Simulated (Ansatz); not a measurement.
**CHFO (formyl fluoride): levels of theory compared**

Wanted: a comparison of 6 runs (UHF/STO-3G, UPBE/STO-3G, r2SCAN/STO-3G, wB97M-V/STO-3G, wB97X/STO-3G, CCSD/STO-3G) of CHFO (formyl fluoride). 

The results are computed with Ansatz 0.2.0.

62 further runs of the same task are left out: 2 that didn't finish, 60 set aside as unsound or not needed.

**1. The molecule**

CHFO has 4 atoms, charge 0, and is taken as a singlet. SMILES: `O=CF`. The H4–C2 distance was set to 1.371 Å, away from the relaxed value.

Bond lengths: O1–C2 1.174 Å, C2–F3 1.336 Å. Angles: O1–C2–F3 122.9°. A long bond or contact: C2–H4 1.371 Å.

**2. A single-point energy at UHF/STO-3G (run 1)**

input.yaml reads:

```yaml
crystal:
  periodic: [false, false, false]
  atoms:
    - {symbol: O, position_ang: [-0.988585, 0.012261, 1.000050]}
    - {symbol: C, position_ang: [-0.145645, -0.121399, 0.193930]}
    - {symbol: F, position_ang: [0.485955, -1.280729, -0.009510]}
    - {symbol: H, position_ang: [0.350540, 0.823120, -0.667550]}
basis:
  gaussian:
    orbitals: STO-3G
hamiltonian:
  xc: hf
magnetization:
  spin_polarized: true
accuracy: high
```

Started as:

```sh
ansatz run input.yaml --threads 1 --pin off --max-ram 3480MiB --events-out events.jsonl --progress --plain --runs-dir runs
```

What it wrote:

```text
Warning: RAYON_NUM_THREADS=1 ignored (pool sized by the plan → 1); use --threads N
Functional definition: HF
  name "HF"
  exchange = exact_x
  correlation = 0
273 factors; integrals over basis functions are off by at most 3.0e-8 eV
mean field evaluation 1: about -5704.3451 eV, gradient 2.6e1 eV
mean field evaluation 2: about -5704.4298 eV, gradient 2.6e1 eV
mean field evaluation 4: about -5708.6398 eV, gradient 1.9e0 eV
mean field evaluation 8: about -5708.7022 eV, gradient 6.9e-2 eV
mean field evaluation 16: about -5708.6681 eV, gradient 7.3e-1 eV
mean field evaluation 32: about -5708.7024 eV, gradient 1.0e-7 eV
mean field evaluation 64: about -5697.6568 eV, gradient 1.7e1 eV
mean field -5708.70244340 eV, -209.7909452976 hartree, gradient 2.9e-8 eV, S^2 0.014381; 2 other end points of the search recorded, 0 dependent functions left out
reference -5708.70244340 eV, -209.7909452976 hartree; 12, 12 occupied and 4, 4 virtual orbitals, 273 factors
Total energy: -5708.70244340 eV, -209.7909452976 hartree
```

It took 0.22 s on 1 thread of Intel Xeon Platinum 8259CL at 2.50GHz (Skylake/Cascade Lake), shared host.

**3. The energy at UPBE/STO-3G (run 2)**

molecule.yaml reads:

```yaml
crystal:
  periodic: [false, false, false]
  atoms:
    - {symbol: O, position_ang: [-0.988585, 0.012261, 1.000050]}
    - {symbol: C, position_ang: [-0.145645, -0.121399, 0.193930]}
    - {symbol: F, position_ang: [0.485955, -1.280729, -0.009510]}
    - {symbol: H, position_ang: [0.350540, 0.823120, -0.667550]}
basis:
  gaussian:
    orbitals: STO-3G
hamiltonian:
  xc: {name: PBE}
magnetization:
  spin_polarized: true
accuracy: high
```

Started as:

```sh
ansatz run molecule.yaml --threads 1 --pin off --max-ram 3480MiB --events-out events.jsonl --progress --plain --runs-dir runs
```

What it wrote:

```text
Warning: RAYON_NUM_THREADS=1 ignored (pool sized by the plan → 1); use --threads N
Functional definition: PBE
  name "PBE"
  parameter kappa = 0.804
  parameter beta = 0.06672455060314922
  exchange = pbe_x(kappa = kappa, mu = beta*pi^2/3)
  correlation = pbe_c(beta = beta)
273 factors; integrals over basis functions are off by at most 3.0e-8 eV
mean field evaluation 1: about -5726.9739 eV, gradient 1.9e1 eV
mean field evaluation 2: about -5710.0044 eV, gradient 6.3e1 eV
mean field evaluation 4: about -5729.0258 eV, gradient 2.7e0 eV
mean field evaluation 8: about -5729.0029 eV, gradient 8.2e-2 eV
mean field evaluation 16: about -5729.0029 eV, gradient 7.2e-9 eV
mean field -5729.00288451 eV, -210.5369727483 hartree, gradient 8.5e-9 eV, S^2 0.000000; 0 other end points of the search recorded, 0 dependent functions left out
reference -5729.00288561 eV, -210.5369727884 hartree; 12, 12 occupied and 4, 4 virtual orbitals, 273 factors
Total energy: -5729.00288561 eV, -210.5369727884 hartree
```

Wall time 1.4 s (1 thread of Intel Xeon Platinum 8259CL at 2.50GHz (Skylake/Cascade Lake), shared host); peak memory 0.13 GiB.

Runs 3 to 5 aren't shown in full; the table further down has their settings and results.

**4. The energy at CCSD/STO-3G (run 6)**

in.yaml reads:

```yaml
crystal:
  periodic: [false, false, false]
  atoms:
    - symbol: O
      position_ang: [-0.988585, 0.012261, 1.000050]
    - symbol: C
      position_ang: [-0.145645, -0.121399, 0.193930]
    - symbol: F
      position_ang: [0.485955, -1.280729, -0.009510]
    - symbol: H
      position_ang: [0.350540, 0.823120, -0.667550]
basis:
  gaussian: {orbitals: STO-3G}
correlation: {method: ccsd, frozen_orbitals: {C: 1, F: 1, H: 0, O: 1}}
accuracy: high
scf: {omitted_lower_state_checks: [cluster_reference, increment]}
```

Started as:

```sh
ansatz run in.yaml --threads 1 --pin off --max-ram 3480MiB --events-out events.jsonl --progress --plain --runs-dir runs
```

What it wrote, cut to the lines that bear on the results:

```text
Warning: RAYON_NUM_THREADS=1 ignored (pool sized by the plan → 1); use --threads N
[... 2 set-up lines as earlier in the session ...]
[...]
273 factors; integrals over basis functions are off by at most 3.0e-8 eV
[...]
mean field -5708.70219943 eV, -209.7909363315 hartree, gradient 1.4e-8 eV, S^2 0.000000; 0 other end points of the search recorded, 0 dependent functions left out; unrestricted orbitals would lower it
3 core orbitals not correlated: weight in the atoms' cores, before any rotation towards them, 1.000 or more for the frozen orbitals, at most 0.000 for the correlated occupied ones
reference -5708.70219943 eV, -209.7909363315 hartree; 9, 9 occupied and 4, 4 virtual orbitals, 273 factors
second order -3.85542923 eV of doubles, -0.00000000 eV of singles
cycle   1  -4.15778983 eV  change   -3.0e-1 eV  update   9.1e-2
[...]
cycle  21  -4.52716063 eV  change   8.6e-10 eV  update   1.2e-9
Total energy: -5713.22936006 eV, -209.9573064162 hartree
Checks for a lower state left out: cluster_reference, increment
```

It took 0.24 s on 1 thread of Intel Xeon Platinum 8259CL at 2.50GHz (Skylake/Cascade Lake), shared host.

**5. All runs side by side**

```
run           level  frozen core orbitals  energy (Eh)  wall time
  1      UHF/STO-3G                     –  -209.790945     0.22 s
  2     UPBE/STO-3G                     –  -210.536973      1.4 s
  3   r2SCAN/STO-3G                     –  -210.686672      1.8 s
  4  wB97M-V/STO-3G                     –  -210.751001       11 s
  5    wB97X/STO-3G                     –  -210.718342      3.6 s
  6     CCSD/STO-3G                     3  -209.957306     0.24 s
```

**6. What came out**

| quantity | value |
| --- | --- |
| run 6: total energy | -209.95731 Eh |
| run 6: correlation energy (3 core orbitals frozen) | -166.4 mEh |
| run 6: T1 diagnostic | 0.015 |

**Reading.** Totals of different functionals can't be ranked against each other. In run 6 the log says that unrestricted orbitals would lower the reference, so the values rest on an unstable closed-shell determinant (other closed-shell runs at this shape may share the fault). In runs 1, 2, 3, 4, 5, 6 the basis is minimal, so the values are rough. All runs together took 18 s, the longest 11 s.
